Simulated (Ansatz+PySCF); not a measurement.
A calculation with PySCF 2.14.0.

```python
from pyscf import gto, scf

mol = gto.M(atom="""
N 0.000000 0.000000 -0.592790
N 0.000000 0.000000 0.592790
""", basis='def2-svp', charge=0, spin=0)
mf = scf.RHF(mol)
mf.init_guess = '1e'
mf.kernel()
while True:  # follow internal instabilities
    mo, _, stable, _ = mf.stability(return_status=True)
    if stable: break
    mf.kernel(mf.make_rdm1(mo, mf.mo_occ))
print(mf.converged, mf.e_tot, mf.spin_square()[0])
```

The script is written out from the run's settings.

Results

```yaml
Converged: yes
Total_energy: -108.81784 hartree
Spin_squared_of_the_determinant: 0.000
```
